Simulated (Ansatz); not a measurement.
C4H6O can be A, `COC1=CC1`, or B, `CC1(O)C=C1`.

Calculated with Ansatz (gas phase, PBE0-D4/def2-TZVP geometries, no zero-point term in ΔE). CCSD(T)/CBS adds triple-zeta CCSD(T) − MP2 to the extrapolated MP2 energy (def2 sets, frozen cores). Functionals use def2-TZVPP. Each species was taken in one conformer, which may not be the lowest.

Q: Which isomer does CCSD(T)/CBS put lower? Give the gap. (Best estimate.)

A: Computed: B, by 64.5 kJ/mol.

Q: Give E(B) − E(A) in kJ/mol with PBE0-D4, HF/def2-TZVPP, PBE-D4, B2PLYP, MP2/def2-TZVPP, r2SCAN-D4, CCSD(T)/def2-TZVPP. (An estimate is asked.)

A: The calculation gave: PBE0-D4 -53.6, HF/def2-TZVPP -49.4, PBE-D4 -49.6, B2PLYP -52.3, MP2/def2-TZVPP -62.4, r2SCAN-D4 -53.7, CCSD(T)/def2-TZVPP -58.7. None reverses the order clearly.

Largest T1 diagnostic: 0.012.

From PBE to PBE0 (25 % exact exchange), in def2-TZVPP and without D4, E(B) − E(A) moves by −4.3 kJ/mol. In def2-TZVPP, CCSD(T) changes the Hartree–Fock value by −9.3 kJ/mol (the triples alone add −0.1 kJ/mol) and MP2 by −13.0 kJ/mol.
